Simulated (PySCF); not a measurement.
# Spin–spin coupling constants

Geometry:
| atom | x (Å) | y (Å) | z (Å) |
| --- | --- | --- | --- |
| O1 | -0.398 | 0.899 | -0.289 |
| N2 | 0.455 | 0.176 | -0.085 |
| F3 | -0.055 | -1.108 | 0.356 |

Indirect spin–spin couplings were computed at B3LYP/pcJ-1 (PySCF 2.14) on a PBE0-D3(BJ)/def2-SVP structure, for the isolated molecule, without vibrational or relativistic corrections. Couplings are averaged over pairs made equivalent by symmetry, fast rotation or ring inversion, so a value needn't be that of the named pair in this geometry, while other rotamers aren't included; one pair stands for each set, and the list holds those of at least 0.8 Hz over up to four bonds.

Isotopes: 15N, 19F, 17O. Couplings to quadrupolar nuclei such as 17O and 33S are rarely resolved in practice.

```json
{"pair": "O1, N2", "bonds": "1", "J (Hz)": "?"}
{"pair": "N2, F3", "bonds": "1", "J (Hz)": "252.3"}
{"pair": "O1, F3", "bonds": "2", "J (Hz)": "?"}
```

Estimate the withheld couplings, with signs.

Answers


- 1J(O1,N2) = -44.2 Hz (bond length 1.136 Å)
- 2J(O1,F3) = 206.8 Hz (angle at N2 111°)
